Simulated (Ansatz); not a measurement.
Breaking a bond in CH2N2 (SMILES N=C=N)

CH2N2: 5 atoms, total charge 0, spin state singlet. SMILES: `N=C=N`. The shape is that of a PBE0-D4/def2-TZVP optimisation.

```xyz
5

N    -1.2230   -0.1971   -0.0350
C    -0.0081   -0.1396   -0.0757
N     1.1973   -0.2459   -0.2050
H    -1.7679    0.6226   -0.2621
H     1.8017   -0.0399    0.5778
```

The N3–H5 distance is scanned; the parts on either side stay rigid. Basis STO-3G, 3 core orbitals frozen in the correlated methods; program Ansatz 0.2.0. FCI is exact within this basis and core. Energies in eV from each method's value at 1.010 Å; methods without a U are spin-restricted. The shape above is that at 1.010 Å.

```json
{"distance (Å)": "1.010", "HF": "0.00", "SVWN5": "0.00", "BHLYP": "0.00", "wB97X": "0.00", "CCSD": "0.00", "CCSDT": "0.00", "CCSDTQ": "0.00", "FCI": "0.00"}
{"distance (Å)": "1.263", "HF": "0.95", "SVWN5": "0.61", "BHLYP": "0.77", "wB97X": "0.71", "CCSD": "0.55", "CCSDT": "0.56", "CCSDTQ": "0.55", "FCI": "0.55"}
{"distance (Å)": "1.515", "HF": "2.92", "SVWN5": "2.08", "BHLYP": "2.47", "wB97X": "2.36", "CCSD": "1.91", "CCSDT": "1.89", "CCSDTQ": "1.88", "FCI": "1.88"}
{"distance (Å)": "2.020", "HF": "6.52", "SVWN5": "4.61", "BHLYP": "5.46", "wB97X": "5.31", "CCSD": "3.44", "CCSDT": "3.30", "CCSDTQ": "3.30", "FCI": "3.30"}
{"distance (Å)": "2.525", "HF": "8.68", "SVWN5": "6.00", "BHLYP": "7.18", "wB97X": "7.13", "CCSD": "3.72", "CCSDT": "3.50", "CCSDTQ": "3.53", "FCI": "3.53"}
```

Departure from the FCI curve at its largest: HF +5.15 eV at 2.52 Å; SVWN5 +2.47 eV at 2.52 Å; BHLYP +3.65 eV at 2.52 Å; wB97X +3.60 eV at 2.52 Å; CCSD +0.19 eV at 2.52 Å; CCSDT -0.03 eV at 2.52 Å; CCSDTQ within 0.005 eV. Restricted functionals keep the electrons paired too, and rise too high. Restricted Hartree–Fock keeps the electrons paired, so it rises far too high as the bond breaks.
